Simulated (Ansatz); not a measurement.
How far each method lies from full CI for PH, triplet

Geometry: that of the PH⁻, doublet, kept fixed.

```xyz
2

P     0.0000    0.0000    0.0000
H     0.0000    0.0000    1.4426
```

Basis aug-cc-pVDZ; Ansatz 0.2.0. Correlated methods freeze the noble-gas cores, which leaves 6 electrons in 31 orbitals. R marks a restricted (for open shells ROHF) determinant, U an unrestricted one. Active spaces: valence = (6e, 5o) chosen from the atoms' valence shells.

Full CI is exact within this basis and frozen core; it isn't the basis-set limit. The frozen core follows each run's orbitals, which can shift R against U totals by a few meV.

For open shells CISD and CISDTQ are restricted-active-space CI with the open shells as a complete middle space.

- UHF ⟨S²⟩: 2.024
- T1 diagnostic (RCCSD): 0.0208
- largest doubles amplitude (RCCSD): 0.061
- T1 diagnostic (UCCSD): 0.0164

```tsv
level	E − E(RHF) (eV)
UHF	-0.1774
RMP2	-2.5568
UMP2	-2.5306
RCCSD	-3.1720
UCCSD	-3.1763
RCCSD(T)	-3.2473
UCCSD(T)	-3.2480
```

Task: Estimate how far full CI in aug-cc-pVDZ lies from RCCSD(T). The table doesn't fix it; the size of (T) and the diagnostics are the guide.

Result: Full CI in aug-cc-pVDZ lies 2.0 kJ/mol below RCCSD(T), which is 28 % of the (T) step (-7.3 kJ/mol). The diagnostics give no warning, yet the rest is a sizeable part of (T).

The other levels:

```tsv
level	E − E(full CI) (kJ/mol)	share of correlation (%)	wall time
CISD	17.8	94.37	0.81 s
BCCD(T)	2.0	99.36	0.52 s
RCCSDT	0.3	99.89	–
UCCSDT	0.3	99.91	–
CISDTQ	0.2	99.94	2.7 s (H100)
RCCSDT(Q)	0.1	99.98	3.1 s
UCCSDT(Q)	0.0	99.99	2.8 s
RCCSDTQ	0.0	100.00	9.5 s (H100)
UCCSDTQ	0.0	100.01	7 s (H100)
CASSCF (valence space)	261.3	17.13	–
NEVPT2 (valence space)	64.3	79.60	0.73 s
MRCISD (valence space)	12.7	95.98	–
MRCISD+Q (valence space)	-2.3	100.74	0.67 s
```

The correlation energy at full CI, counted from RHF, is -3.268 eV. That run took 9 s on 2 threads of AMD EPYC 7R13 with a shared H100 80 GB, shared host over 5,037,396 determinants.

Times hold each run's SCF and search for its determinant on a shared host, so for small cases they say little of a method's own cost; rows without a card ran on 1 thread of AMD EPYC 7R13.

More than 5 meV below full CI, which no variational method can be: MRCISD+Q (valence space).

The full-CI state has the irrep A2 of C2v, in the program's axes (one component, if the state is degenerate).

Natural occupations of full CI about the gap: 1.954 1.930 0.989 0.989 0.042 0.014 0.014 0.014 0.014 0.011; effectively unpaired electrons, Σ n²(2−n)², 2.04.
